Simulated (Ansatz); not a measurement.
Basis-set extrapolation for C4H6F2, SMILES `C/C(F)=C\CF` (PBE0-D4/def2-TZVP geometry, frozen core, Ansatz 0.2.0). Multiplicity 1, RHF reference.

|  | def2-TZVPP | def2-QZVPP |
| --- | --- | --- |
| HF | -353.963032 | -353.978774 |
| MP2 correlation | -1.156621 | -1.247690 |
| CCSD(T) correlation | -1.236277 | not run |

Energies in hartree. Use E(X) = E(∞) + A·exp(−7.88·√X) for Hartree–Fock and E(X) = E(∞) + B·X^(−2.97) for correlation, with X = 3 and 4, and add CCSD(T) minus MP2 of the smaller set to the MP2 limit.

Q: What is the CCSD(T) energy at the basis-set limit?

A: HF limit: -353.978774 + (-0.015742) × 0.13774 = -353.98094. MP2 limit: -1.247690 + (-0.091069) × 0.74074 = -1.31515. Higher-order term: -1.236277 − (-1.156621) = -0.07966. Total: -355.37575 hartree, 463.2 kJ/mol below CCSD(T)/def2-TZVPP.
